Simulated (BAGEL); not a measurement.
# CH4SSi (SMILES C[Si]S) at HF/6-311+G(d,p) (density fitting with qzvpp-jkfit)

What is the vertical ionisation energy of CH4SSi at HF/6-311+G** (density fitting with qzvpp-jkfit)? 

The calculation is run with BAGEL 1.2.2.

### 1 The system as given

CH4SSi: 7 atoms, total charge 0, spin state singlet. As SMILES, `C[Si]S`. The coordinates come from a PBE0-D4/def2-TZVP relaxation. This is one conformer, not always the lowest.

Bond lengths: C1–Si2 1.900 Å, Si2–S3 2.131 Å, C1–H4 1.092 Å, C1–H5 1.099 Å, C1–H6 1.093 Å, S3–H7 1.344 Å. Angles: C1–Si2–S3 95.9°, Si2–C1–H4 116.0°, Si2–C1–H5 106.7°, Si2–C1–H6 110.2°, Si2–S3–H7 96.6°, H4–C1–H5 107.8°, H4–C1–H6 109.3°, H5–C1–H6 106.4°.

### 2 The energy at HF/6-311+G(d,p) (density fitting with qzvpp-jkfit)

input.json

```json
{ "bagel" : [

{
  "title" : "molecule",
  "basis" : "6-311+gss.json",
  "df_basis" : "qzvpp-jkfit",
  "angstrom" : true,
  "geometry" : [
    { "atom" : "C", "xyz" : [      -0.832900,       0.619900,      -0.259300 ] },
    { "atom" : "Si", "xyz" : [       0.524600,       0.221700,       1.009400 ] },
    { "atom" : "S", "xyz" : [       1.327900,      -1.447800,      -0.043800 ] },
    { "atom" : "H", "xyz" : [      -1.182900,      -0.218500,      -0.865200 ] },
    { "atom" : "H", "xyz" : [      -0.416500,       1.374800,      -0.940400 ] },
    { "atom" : "H", "xyz" : [      -1.686600,       1.089200,       0.237000 ] },
    { "atom" : "H", "xyz" : [       2.327500,      -1.707400,       0.816400 ] }
  ]
},

{
  "title" : "hf"
},

{
  "title" : "print",
  "file" : "orbitals.molden",
  "orbitals" : true
}

]}
```

The basis set 6-311+G** is read from a file made from the Basis Set Exchange's data (not shown).

Run with:

```sh
BAGEL_NUM_THREADS=1 BAGEL input.json > input.out
```

The log of the run:

```text
* using 1 threads per process

  ===============================================================
  ===============================================================

  *** Geometry ***

  { "atom" : "C", "xyz" : [     -1.573953,      1.171441,     -0.490006 ] },
  { "atom" : "Si", "xyz" : [      0.991350,      0.418952,      1.907490 ] },
  { "atom" : "S", "xyz" : [      2.509367,     -2.735945,     -0.082770 ] },
  { "atom" : "H", "xyz" : [     -2.235357,     -0.412905,     -1.634991 ] },
  { "atom" : "H", "xyz" : [     -0.787071,      2.597995,     -1.777098 ] },
  { "atom" : "H", "xyz" : [     -3.187212,      2.058290,      0.447865 ] },
  { "atom" : "H", "xyz" : [      4.398338,     -3.226518,      1.542772 ] },

  Number of auxiliary basis functions:      403

  Since a DF basis is specified, we compute 2- and 3-index integrals:
    o Being stored without compression. Storage requirement is 0.036 GB

  Number of basis functions:      106
  Number of electrons      :       40

    * METHOD: MOLECULE                             0.55

  *** RHF ***

  === Nuclear Repulsion ===
   132.1617092644

      * DIIS with orbital gradients will be used.

  === RHF iteration (6-311+gss.json) ===
      0       -726.47056819          0.02128507           0.15
      1       -726.62783207          0.01160536           0.13
      2       -726.67264271          0.00156223           0.16
      3       -726.67534532          0.00029330           0.15
      4       -726.67546601          0.00011769           0.15
      5       -726.67548439          0.00003553           0.13
      6       -726.67548643          0.00001061           0.12
      7       -726.67548664          0.00000376           0.12
      8       -726.67548667          0.00000125           0.12
      9       -726.67548667          0.00000043           0.17
     10       -726.67548667          0.00000015           0.18
     11       -726.67548667          0.00000005           0.13
     12       -726.67548667          0.00000002           0.13
     13       -726.67548667          0.00000001           0.14
    * SCF iteration converged.

    * Permanent dipole moment:
           (    0.160473,    -0.259248,    -0.095565) a.u.

    * METHOD: HF                                   2.53

    * METHOD: PRINT                                0.02

  ===============================================================
```

Run time: 3.9 s. Hardware: 1 thread of Intel Xeon at 2.50GHz (Skylake/Cascade Lake), shared host.

### 3 The doublet cation, same level

job.json

```json
{ "bagel" : [

{
  "title" : "molecule",
  "basis" : "6-311+gss.json",
  "df_basis" : "qzvpp-jkfit",
  "angstrom" : true,
  "geometry" : [
    { "atom" : "C", "xyz" : [      -0.832900,       0.619900,      -0.259300 ] },
    { "atom" : "Si", "xyz" : [       0.524600,       0.221700,       1.009400 ] },
    { "atom" : "S", "xyz" : [       1.327900,      -1.447800,      -0.043800 ] },
    { "atom" : "H", "xyz" : [      -1.182900,      -0.218500,      -0.865200 ] },
    { "atom" : "H", "xyz" : [      -0.416500,       1.374800,      -0.940400 ] },
    { "atom" : "H", "xyz" : [      -1.686600,       1.089200,       0.237000 ] },
    { "atom" : "H", "xyz" : [       2.327500,      -1.707400,       0.816400 ] }
  ]
},

{
  "title" : "uhf",
  "charge" : 1,
  "nopen" : 1
},

{
  "title" : "print",
  "file" : "orbitals.molden",
  "orbitals" : true
}

]}
```

The basis set 6-311+G** is read from a file made from the Basis Set Exchange's data (not shown).

Run with:

```sh
BAGEL_NUM_THREADS=1 BAGEL job.json > job.out
```

The log of the run:

```text
* using 1 threads per process

  ===============================================================
  ===============================================================

  *** Geometry ***

  { "atom" : "C", "xyz" : [     -1.573953,      1.171441,     -0.490006 ] },
  { "atom" : "Si", "xyz" : [      0.991350,      0.418952,      1.907490 ] },
  { "atom" : "S", "xyz" : [      2.509367,     -2.735945,     -0.082770 ] },
  { "atom" : "H", "xyz" : [     -2.235357,     -0.412905,     -1.634991 ] },
  { "atom" : "H", "xyz" : [     -0.787071,      2.597995,     -1.777098 ] },
  { "atom" : "H", "xyz" : [     -3.187212,      2.058290,      0.447865 ] },
  { "atom" : "H", "xyz" : [      4.398338,     -3.226518,      1.542772 ] },

  Number of auxiliary basis functions:      403

  Since a DF basis is specified, we compute 2- and 3-index integrals:
    o Being stored without compression. Storage requirement is 0.036 GB

  Number of basis functions:      106
  Number of electrons      :       40

    * METHOD: MOLECULE                             0.47

  *** Open-shell HF ***

  === Nuclear Repulsion ===
   132.1617092644

      * DIIS with orbital gradients will be used.

  === UHF iteration (6-311+gss.json) ===
      0       -726.19281762          0.03726361           0.24
      1       -726.34095885          0.02108655           0.29
      2       -726.37532845          0.00983453           0.28
      3       -726.38532257          0.00148428           0.27
      4       -726.38648348          0.00040437           0.27
      5       -726.38665230          0.00018336           0.29
      6       -726.38670540          0.00009572           0.26
      7       -726.38673151          0.00006893           0.28
      8       -726.38675015          0.00003560           0.28
      9       -726.38675747          0.00001718           0.30
     10       -726.38675870          0.00000872           0.28
     11       -726.38675914          0.00000441           0.27
     12       -726.38675924          0.00000187           0.27
     13       -726.38675926          0.00000089           0.29
     14       -726.38675927          0.00000052           0.25
     15       -726.38675927          0.00000029           0.24
     16       -726.38675927          0.00000017           0.25
     17       -726.38675927          0.00000009           0.26
     18       -726.38675927          0.00000005           0.25
     19       -726.38675927          0.00000003           0.25
     20       -726.38675927          0.00000002           0.25
     21       -726.38675927          0.00000001           0.25
     22       -726.38675927          0.00000001           0.23
    * SCF iteration converged.

    * S^2 (UHF) is 0.7647

    * Permanent dipole moment:
           (    0.055751,    -0.969520,    -1.068875) a.u.

    * METHOD: UHF                                  6.49

    * METHOD: PRINT                                0.02

  ===============================================================
```

It took 7.5 s on 1 thread of Intel Xeon at 2.50GHz (Skylake/Cascade Lake), shared host.

### 4 Results

Level: HF/6-311+G** (density fitting with qzvpp-jkfit).

```
                                          quantity          value
                      singlet CH4SSi: total energy  -726.67549 Eh
                     singlet CH4SSi: dipole moment         0.81 D
                       singlet CH4SSi: HOMO energy       -8.90 eV
                       singlet CH4SSi: LUMO energy        0.72 eV
                     singlet CH4SSi: HOMO–LUMO gap        9.62 eV
                      doublet cation: total energy  -726.38676 Eh
                              doublet cation: ⟨S²⟩          0.765
vertical ionisation energy (to the doublet cation)       7.857 eV
```

**Reading.** Removing an electron at fixed nuclei costs 7.86 eV (181 kcal/mol). −ε(HOMO) before ionisation, 8.90 eV, is 1.05 eV above this ionisation energy.
